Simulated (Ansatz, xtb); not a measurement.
# How methods differ on CH3P (SMILES C=P)

CH3P: 5 atoms, total charge 0, spin state singlet. SMILES: `C=P`. Geometry: relaxed at GFN2-xTB.

| atom | x (Å) | y (Å) | z (Å) |
| --- | --- | --- | --- |
| C | -0.2155 | -0.4928 | 0.0910 |
| P | 0.7452 | 0.7767 | 0.5714 |
| H | -0.3195 | -1.3555 | 0.7292 |
| H | -0.7609 | -0.5268 | -0.8368 |
| H | 0.5505 | 1.5984 | -0.5548 |

Each level gives the electronic atomisation energy (eV). The values are calculated. Electronic energies at fixed atoms, without zero-point motion or spin-orbit coupling.

```tsv
level	kind	program	value (eV)
GFN1-xTB	semi-empirical	xtb	25.41
HF/STO-3G	Hartree–Fock	Ansatz	14.12
revPBE/STO-3G	GGA	Ansatz	20.63
r2SCAN/STO-3G	meta-GGA	Ansatz	20.40
BHLYP/STO-3G	global hybrid	Ansatz	19.44
PBE0/STO-3G	global hybrid	Ansatz	20.38
CAM-B3LYP/STO-3G	range-separated hybrid	Ansatz	20.51
B2PLYP/STO-3G	double hybrid	Ansatz	19.33
MP2/STO-3G	perturbation theory	Ansatz	17.07
CCSDT(Q)/STO-3G	coupled cluster or CI	Ansatz	17.71
```

The values span 14.12 to 25.41 eV. GFN1-xTB: no spin polarisation, so open shells miss the exchange term that lowers them. All rows use very small basis sets, so none should be taken for the real molecule's value.
